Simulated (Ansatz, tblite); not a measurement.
Cost and result up the ladder for [S3]2- (S3²⁻) (3 atoms). Charge -2, multiplicity 1. Geometry: PBE0-D4/def2-TZVPD.

```xyz
3

S     1.2812   -0.5054   -1.1358
S    -0.4271    0.4628   -0.4313
S    -0.8541    0.0427    1.5670
```

Ansatz on 4 threads of Arm Neoverse V2 on a shared host; xTB runs through tblite on one thread. Times are rough, summed over both states, and most runs start from the orbitals of an earlier one. CCSD(T)/def2-TZVPPD serves as the yardstick here, not as an exact answer. The other state is a doublet.

The xTB rows come from tblite. Correlated methods freeze 15 core orbitals. A multiply charged anion in the gas phase is held together partly by the finite basis. Removing one electron lowers the energy by 2.97 eV at PBE0-D4/def2-TZVPD, so it isn't bound.

Correlated methods converge slowly with the basis.

Raw xTB energies of ions are shifted by several eV.

| level | functions | vertical IE (eV) | difference from CCSD(T)/def2-TZVPPD (eV) | remarks |
| --- | --- | --- | --- | --- |
| GFN2-xTB | 27 | 1.78 | 4.72 | – |
| GFN1-xTB | 27 | -0.66 | 2.28 | – |
| PBE-D4/def2-TZVPD (with forces) | 138 | -3.09 | -0.14 | HOMO above zero (-1 doublet), HOMO above zero (-2 singlet) |
| PBE0-D4/def2-TZVPD | 138 | -2.97 | -0.03 | HOMO above zero (-2 singlet) |
| CCSD(T)/def2-TZVPPD | 153 | -2.94 | 0.00 | HOMO above zero (-2 singlet) |
| r2SCAN-D4/def2-TZVPD | 138 | -3.10 | -0.16 | HOMO above zero (-2 singlet) |

Question: Estimate how long each takes.

Answer: GFN2-xTB 0.004 s; GFN1-xTB 0.005 s; PBE-D4/def2-TZVPD (with forces) 2.2 s; PBE0-D4/def2-TZVPD 3.5 s; r2SCAN-D4/def2-TZVPD 5.7 s; CCSD(T)/def2-TZVPPD 24 s. On shared hardware such times vary by a factor of up to 3.
